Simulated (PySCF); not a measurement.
Working with the constants of CCl⁺

RHF-CCSD(T) constants of CCl⁺, ¹Σ⁺ (singlet), closed shell (C def2-TZVPPD, Cl def2-TZVPPD; no relativity (PySCF 2.14); masses 12.0000 and 34.9689 u):

```
ωe              : 1175.1 cm⁻¹
ωexe            : 6.39 cm⁻¹
Be              : 0.78979 cm⁻¹
αe              : 0.00633 cm⁻¹
D (centrifugal) : 1.43e-06 cm⁻¹
De to C⁺ + Cl   : 6.49 eV
```

Task: Give the vibrational terms G(v) and spacings up to v = 6.

Result: G(v) = ωe(v+½) − ωexe(v+½)².

```csv
v,G(v) (cm⁻¹),G(v) − G(v−1),Bv (cm⁻¹)
0,586,,0.7866
1,1748,1162,0.7803
2,2898,1150,0.7740
3,4035,1137,0.7676
4,5159,1124,0.7613
5,6270,1111,0.7550
6,7368,1098,0.7486
```

Task: How well does the Morse estimate ωe²/(4ωexe) reproduce De, and what is D0?

Result: It gives 6.70 eV, 103 % of the computed De. D0 = De − G(0) = 6.49 − 0.07 = 6.42 eV.

Correlated steps freeze 6 core orbitals. For an ion De counts to the pair picked by the measured ionisation energies or electron affinities, which need not be the lowest pair at this level. Where the molecule has an RHF reference, its open-shell atoms are computed with UHF. The CCSD T1 diagnostic is raised, a sign that a single reference may not be enough here.
